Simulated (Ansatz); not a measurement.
A calculation with Ansatz (development build ahead of 0.2.0).

```yaml
crystal:
  periodic: [false, false, false]
  atoms:
    - { symbol: H, position_ang: [-1.27351, -0.73096, 0.51877] }
    - { symbol: "N", position_ang: [-0.40234, -0.92069, 0.97161] }
    - { symbol: Si, position_ang: [2.63585, -1.58238, 2.55092] }
basis:
  gaussian: { orbitals: STO-3G }
hamiltonian:
  xc: hf
correlation:
  method: fci
  frozen_orbitals: { H: 0, "N": 1, Si: 5 }
```

The input is written out in the form of the current development build from the run's settings.

Output:

| Item | Value |
| --- | --- |
| Converged | yes |
| Reference energy | -339.51595 hartree |
| Correlation energy | -0.24376 hartree |
| Total energy | -339.75970 hartree |
| State | lowest singlet root, of any spatial symmetry |
